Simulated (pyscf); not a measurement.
Thermochemistry of product channels of HO–Ti(F)(F)–F (SMILES [OH][Ti]([F])([F])[F]) + H• (SMILES [H]) on the doublet surface, in kcal/mol, from ωB97M-D3(BJ)/def2-TZVP energies (ideal gas, 1 atm, RRHO with modes under 100 cm⁻¹ raised to 100, one conformer, R ln 2 for rigid chiral ones). Single points on ωB97X-D3(BJ)/def2-SVP structures (PySCF, gas phase).

```
products                                                                                   ΔE  ΔH(298 K)  ΔG(298 K)  ΔG(1200 K)
-------------------------------------------------------------------------------------  ------  ---------  ---------  ----------
O (SMILES [O]) [triplet] + [F–Ti(F)–F]• (SMILES [F][Ti]([F])[F]) + H₂ (SMILES [H][H])  +100.4      +99.0      +90.2       +64.5
OH• (SMILES [OH]) + F–TiH(F)–F (SMILES [F][TiH]([F])[F])                                +46.3      +47.4      +46.2       +45.6
HO–Ti–F (SMILES [OH][Ti][F]) [triplet] + HF (SMILES F) + F• (SMILES [F])               +135.1     +138.2     +127.1       +96.1
[HO–Ti(F)–F]• (SMILES [OH][Ti]([F])[F]) + HF (SMILES F)                                  -9.5       -5.6       -8.4       -14.5
H₂O (SMILES O) + F–Ti–F (SMILES [F][Ti][F]) [triplet] + F• (SMILES [F])                +124.8     +128.4     +117.1       +86.8
```

These are energies of the channels, which say nothing of barriers. Left out: orbital degeneracy and the spin-orbit lowering of F, OH, O. Open-shell species with a d-block atom are single-reference here; other states, and whether the spin sits on metal or ligand, were not checked.
